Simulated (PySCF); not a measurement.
# NaH and its ions

RHF-MP2; Na pcseg-2, H pcseg-2; no relativity (PySCF 2.14). Neutral (RHF): singlet (closed shell), Re = 1.903 Å, ωe = 1155 cm⁻¹, De = 1.62 eV.

NaH⁺ (UHF): doublet (σ ↑), Re = 2.559 Å, ωe = 355 cm⁻¹, De = 0.07 eV to Na⁺ + H. The energies at the minima are -162.42364 hartree for NaH and -162.18325 for NaH⁺.

Task: Work out the adiabatic ionisation energy, without and with harmonic zero-point energies (1 hartree = 27.2114 eV, 1 eV = 8065.5 cm⁻¹), and the change of the bond length.

Result: At MP2: 0.24039 hartree = 6.541 eV between the minima; the zero-point term (355.0 − 1155.0)/2 cm⁻¹ = -0.050 eV makes it 6.492 eV. Re changes by +65.6 pm against the neutral. The electron leaves a σ orbital, and the ion is left as a loose complex of an ion and an atom.

Correlated steps freeze 1 core orbital. Weak bonds: NaH⁺. Basis-set superposition, not corrected here, can be much of De in a small basis, most of all at correlated wavefunction levels. For an ion De counts to the pair picked by the measured ionisation energies or electron affinities, which need not be the lowest pair at this level. Where the molecule has an RHF reference, its open-shell atoms are computed with UHF. States were picked by a PBE0 search and need not be the measured ground states.

Neutral and ion stand on different kinds of reference determinant, which adds to the error of the difference.
